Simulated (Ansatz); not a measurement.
Graphite, treated with PBE-D3(BJ) (plane waves, PAW; Ansatz, a first-principles code).

Rigid layers of the crystal as relaxed at this level are moved apart or together:

| run | k mesh | layer repeat (Å) | energy against free layers (meV/Å²) | gap on the mesh (eV) |
|---|---|---|---|---|
| 1 | 18×18×6 | 3.055 | -15.90 | 0.000 |
| 2 | 18×18×6 | 3.205 | -19.59 | 0.000 |
| 3 | 18×18×6 | 3.355 | -20.64 | 0.000 |
| 4 | 18×18×6 | 3.555 | -19.81 | 0.000 |
| 5 | 18×18×6 | 3.855 | -16.69 | 0.000 |
| 6 | 18×18×4 | 4.355 | -11.27 | 0.000 |
| 7 | 18×18×4 | 5.355 | -4.90 | 0.000 |
| 8 | 18×18×4 | 7.355 | -1.25 | 0.000 |

The lowest energy of these points lies at a layer repeat of 3.35 Å.
